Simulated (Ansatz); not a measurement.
**CH5B (BH2Me): levels of theory compared**

Aim: a comparison of 6 runs (HF/STO-3G, UHF/STO-3G, B3LYP/STO-3G, CAM-B3LYP/STO-3G, CCSD/STO-3G, CCSD(T)/STO-3G) of CH5B (BH2Me). 

Program for the calculation: Ansatz 0.2.0.

53 further runs of the same task are left out: 53 set aside as unsound or not needed.

### Step 1. The system as given

CH5B has 7 atoms, charge 0, and is taken as a singlet. SMILES: `[H]B([H])C`. The H2–B1 distance was set to 1.755 Å, away from the relaxed value. At this shape a bond of the SMILES string is far longer than usual.

Bond lengths: B1–C4 1.565 Å, B1–H3 1.170 Å, C4–H5 1.093 Å, C4–H6 1.087 Å, C4–H7 1.088 Å. Angles: B1–C4–H5 107.0°, B1–C4–H6 114.5°, B1–C4–H7 113.9°, H3–B1–C4 120.6°, H5–C4–H6 106.4°, H5–C4–H7 105.8°, H6–C4–H7 108.6°. A long bond or contact: B1–H2 1.755 Å.

### Step 2. A single-point energy at HF/STO-3G (run 1)

The input, in.yaml:

```yaml
crystal:
  periodic: [false, false, false]
  atoms:
    - {symbol: B, position_ang: [-0.140254, 0.780490, 0.004895]}
    - {symbol: H, position_ang: [1.614940, 0.782320, 0.008990]}
    - {symbol: H, position_ang: [-0.714774, 1.797490, -0.062755]}
    - {symbol: C, position_ang: [-0.922254, -0.574580, 0.038355]}
    - {symbol: H, position_ang: [-0.990694, -0.929990, -0.992505]}
    - {symbol: H, position_ang: [-1.943384, -0.496870, 0.404135]}
    - {symbol: H, position_ang: [-0.414144, -1.362520, 0.590685]}
basis:
  gaussian: {orbitals: STO-3G}
hamiltonian: {xc: hf}
accuracy: high
```

Launch:

```console
$ ansatz run in.yaml --threads 1 --pin off --max-ram 2610MiB --events-out events.jsonl --progress --plain --runs-dir runs
```

What it wrote:

```text
Warning: RAYON_NUM_THREADS=1 ignored (pool sized by the plan → 1); use --threads N
Functional definition: HF
  name "HF"
  exchange = exact_x
  correlation = 0
253 factors; integrals over basis functions are off by at most 1.6e-8 eV
mean field evaluation 1: about -1755.2814 eV, gradient 1.5e1 eV
mean field evaluation 2: about -1755.3241 eV, gradient 1.5e1 eV
mean field evaluation 4: about -1756.5488 eV, gradient 9.1e-1 eV
mean field evaluation 8: about -1756.5516 eV, gradient 9.3e-5 eV
mean field -1756.55156157 eV, -64.5520792544 hartree, gradient 7.7e-9 eV, S^2 0.000000; 0 other end points of the search recorded, 0 dependent functions left out
reference -1756.55156157 eV, -64.5520792544 hartree; 8, 8 occupied and 7, 7 virtual orbitals, 253 factors
Total energy: -1756.55156157 eV, -64.5520792544 hartree
```

It took 0.06 s on 1 thread of Arm Neoverse V2, shared host.

### Step 3. The energy at UHF/STO-3G (run 2)

The input, run.yaml:

```yaml
crystal:
  periodic: [false, false, false]
  atoms:
    - {symbol: B, position_ang: [-0.140254, 0.780490, 0.004895]}
    - {symbol: H, position_ang: [1.614940, 0.782320, 0.008990]}
    - {symbol: H, position_ang: [-0.714774, 1.797490, -0.062755]}
    - {symbol: C, position_ang: [-0.922254, -0.574580, 0.038355]}
    - {symbol: H, position_ang: [-0.990694, -0.929990, -0.992505]}
    - {symbol: H, position_ang: [-1.943384, -0.496870, 0.404135]}
    - {symbol: H, position_ang: [-0.414144, -1.362520, 0.590685]}
basis:
  gaussian:
    orbitals: STO-3G
hamiltonian:
  xc: hf
magnetization:
  spin_polarized: true
  initial_magnetization: 0
accuracy: high
```

Launch:

```console
$ ansatz run run.yaml --threads 1 --pin off --max-ram 2610MiB --events-out events.jsonl --progress --plain --runs-dir runs
```

What it wrote:

```text
Warning: RAYON_NUM_THREADS=1 ignored (pool sized by the plan → 1); use --threads N
[... 4 set-up lines as earlier in the session ...]
253 factors; integrals over basis functions are off by at most 1.6e-8 eV
mean field evaluation 1: about -1755.2814 eV, gradient 1.0e1 eV
mean field evaluation 2: about -1755.3241 eV, gradient 1.0e1 eV
mean field evaluation 4: about -1756.5488 eV, gradient 6.5e-1 eV
mean field evaluation 8: about -1756.5516 eV, gradient 6.4e-5 eV
mean field evaluation 16: about -1756.5561 eV, gradient 5.6e-2 eV
mean field evaluation 32: about -1741.1580 eV, gradient 1.7e1 eV
mean field evaluation 64: about -1756.5195 eV, gradient 6.5e-1 eV
mean field -1756.55505166 eV, -64.5522075128 hartree, gradient 5.2e-8 eV, S^2 0.051699; 3 other end points of the search recorded, 0 dependent functions left out
reference -1756.55505166 eV, -64.5522075128 hartree; 8, 8 occupied and 7, 7 virtual orbitals, 253 factors
Total energy: -1756.55505166 eV, -64.5522075128 hartree
```

Run time: 0.1 s. Hardware: 1 thread of Arm Neoverse V2, shared host.

Runs 3 to 4 aren't shown in full; the table further down has their settings and results.

### Step 4. A single-point energy at CCSD/STO-3G (run 5)

The input, molecule.yaml:

```yaml
crystal:
  periodic: [false, false, false]
  atoms:
    - symbol: B
      position_ang: [-0.140254, 0.780490, 0.004895]
    - symbol: H
      position_ang: [1.614940, 0.782320, 0.008990]
    - symbol: H
      position_ang: [-0.714774, 1.797490, -0.062755]
    - symbol: C
      position_ang: [-0.922254, -0.574580, 0.038355]
    - symbol: H
      position_ang: [-0.990694, -0.929990, -0.992505]
    - symbol: H
      position_ang: [-1.943384, -0.496870, 0.404135]
    - symbol: H
      position_ang: [-0.414144, -1.362520, 0.590685]
basis:
  gaussian: {orbitals: STO-3G}
correlation: {method: ccsd, frozen_orbitals: {B: 1, C: 1, H: 0}}
accuracy: high
scf: {omitted_lower_state_checks: [cluster_reference, increment]}
```

Launch:

```console
$ ansatz run molecule.yaml --threads 1 --pin off --max-ram 2610MiB --events-out events.jsonl --progress --plain --runs-dir runs
```

What it wrote:

```text
Warning: RAYON_NUM_THREADS=1 ignored (pool sized by the plan → 1); use --threads N
[... 11 lines left out ...]
2 core orbitals not correlated: weight in the atoms' cores, before any rotation towards them, 1.000 or more for the frozen orbitals, at most 0.000 for the correlated occupied ones
[... 22 lines left out ...]
Total energy: -1760.51161300 eV, -64.6976084602 hartree
Checks for a lower state left out: cluster_reference, increment
```

Run time: 0.1 s. Hardware: 1 thread of Arm Neoverse V2, shared host.

### Step 5. A single-point energy at CCSD(T)/STO-3G (run 6)

molecule.yaml: that of step 4 with these lines changed.

```diff
@@ -18,5 +18,12 @@
 basis:
-  gaussian: {orbitals: STO-3G}
-correlation: {method: ccsd, frozen_orbitals: {B: 1, C: 1, H: 0}}
+  gaussian:
+    orbitals: STO-3G
+magnetization:
+  spin_polarized: false
+  initial_magnetization: 0
+correlation:
+  method: ccsd_t
+  frozen_orbitals: {B: 1, C: 1, H: 0}
 accuracy: high
-scf: {omitted_lower_state_checks: [cluster_reference, increment]}
+scf:
+  omitted_lower_state_checks: [cluster_reference, increment]
```

Launch:

```console
$ ansatz run molecule.yaml --threads 1 --pin off --max-ram 2610MiB --events-out events.jsonl --progress --plain --runs-dir runs
```

What it wrote:

```text
Warning: RAYON_NUM_THREADS=1 ignored (pool sized by the plan → 1); use --threads N
[... 11 lines left out ...]
2 core orbitals not correlated: weight in the atoms' cores, before any rotation towards them, 1.000 or more for the frozen orbitals, at most 0.000 for the correlated occupied ones
[... 23 lines left out ...]
Total energy: -1760.54202017 eV, -64.6987259029 hartree
Checks for a lower state left out: cluster_reference, increment
```

Run time: 0.1 s. Hardware: 1 thread of Arm Neoverse V2, shared host.

### Step 6. All runs side by side

```tsv
run	level	frozen core orbitals	energy (Eh)	wall time
1	HF/STO-3G	–	-64.552079	0.06 s
2	UHF/STO-3G	–	-64.552208	0.1 s
3	B3LYP/STO-3G	–	-65.068890	0.82 s
4	CAM-B3LYP/STO-3G	–	-65.003877	0.98 s
5	CCSD/STO-3G	2	-64.697608	0.1 s
6	CCSD(T)/STO-3G	2	-64.698726	0.1 s
```

### Step 7. Results

```
                                          quantity         value
                               run 6: total energy  -64.69873 Eh
run 6: correlation energy (2 core orbitals frozen)    -146.6 mEh
                             run 6: (T) correction     -1.12 mEh
                              run 6: T1 diagnostic         0.006
```

In words: Below the UHF energy at the same shape and in the same basis (STO-3G): CCSD -145.4 mEh; CCSD(T) -146.5 mEh. Some of these start from another determinant than that one, so these aren't their correlation energies. Totals of different functionals can't be ranked against each other. In runs 5, 6 the log says that unrestricted orbitals would lower the reference, so the values rest on an unstable closed-shell determinant (other closed-shell runs at this shape may share the fault). In runs 1, 2, 3, 4, 5, 6 the basis is minimal, so the values are rough. All runs together took 2.2 s, the longest 0.98 s.
